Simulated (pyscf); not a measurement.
**Routes from HP=GaH + silane (SiH₄)**

Candidate steps break at most two bonds and form at most two. Each was searched with GFN2-xTB (tblite) first. Structures and frequencies: ωB97X-D3(BJ)/def2-SVP in PySCF. MP2 and CC: frozen core, UHF for open shells. ΔMP2 is the change of the MP2 total energy from the triple- to the quadruple-zeta basis. Energies: CCSD(T)/def2-TZVPP + ΔMP2(QZVPP), kJ/mol, from the separated reactants, singlet surface; ΔG‡ with ideal gas, 1 atm, RRHO with modes under 100 cm⁻¹ raised to 100, one conformer, R ln 2 for chiral ones without a mode under 150 cm⁻¹.

| products | type | ΔE‡ | ΔE | ΔG‡ 298 K | ΔG‡ 900 K | ν‡ (cm⁻¹) |
|---|---|---|---|---|---|---|
| H₃Si–PH–GaH₂ | addition across a multiple bond or ene-type step | 49.2 | -139.1 | 95.4 | 180.3 | 390i |
| H₃Si–GaH–PH₂ | addition across a multiple bond or ene-type step | 96.1 | -128.9 | 135.0 | 212.3 | 1146i |

Row 1: On the reactant side the descent ends in a complex, 21.0 kJ/mol under the separated species and 56.9 kJ/mol under the saddle at ωB97X-D3(BJ)/def2-TZVP. Row 2: On the reactant side the descent ends in a complex, 21.0 kJ/mol under the separated species and 124.4 kJ/mol under the saddle at ωB97X-D3(BJ)/def2-TZVP. 

Plain bond fissions and candidates not yet searched are not listed, and one of them may be faster. Each barrier is that of the saddle found; lower ones may exist. The CCSD(T) − MP2 part came from Ansatz, without density fitting, on the same reference. The frozen core leaves the outer d or s,p core shells of the metals and heavy elements correlated in the MP2 and CC values, and def2-TZVPP describes them poorly, which can shift differences by a few kcal/mol. Elements up to Kr have no core potential and no relativistic terms here.
